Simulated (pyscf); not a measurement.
PySCF, gas phase, ωB97X-D3(BJ)/def2-SVP geometries. Correlated levels are frozen-core, on RHF or UHF. ΔMP2 is the change of the MP2 total energy from the triple- to the quadruple-zeta basis.

SMILES: C(CB)C
```xyz
13

B     -1.9052     0.6438     1.6265
C     -1.1467    -0.4374     0.7911
C      0.3727    -0.3073     0.6445
C      1.0182    -1.4865    -0.0821
H     -1.3129     1.4165     2.3506
H     -3.1163     0.6900     1.6033
H     -1.6362    -0.5854    -0.1899
H     -1.3968    -1.3751     1.3400
H      0.8246    -0.1933     1.6452
H      0.6060     0.6280     0.1058
H      2.1085    -1.3594    -0.1772
H      0.6042    -1.6015    -1.0980
H      0.8361    -2.4318     0.4566
```

What is the homolytic dissociation enthalpy (298 K, CCSD(T)/def2-TZVPP + ΔMP2(QZVPP)) of the C–C bond of H₂B–CH₂–CH₂–CH₃, to H₂B–CH₂• + •H₂C–CH₃?

C–C to H₂B–CH₂• + •H₂C–CH₃: 78.7 kcal/mol. The radicals are drawn with the spin at the cut bond; how far it spreads was not checked. H₂B–CH₂–CH₂–CH₃ lies 12.7 kcal/mol over its isomer H₃C–BH–CH₂–CH₃, and others may lie lower still (electronic energy, ωB97M-D3(BJ)). Other isomers of H₂B–CH₂•, •H₂C–CH₃ were not searched in full and may lie lower. The CCSD(T) − MP2 part came from Ansatz, without density fitting, on the same reference.
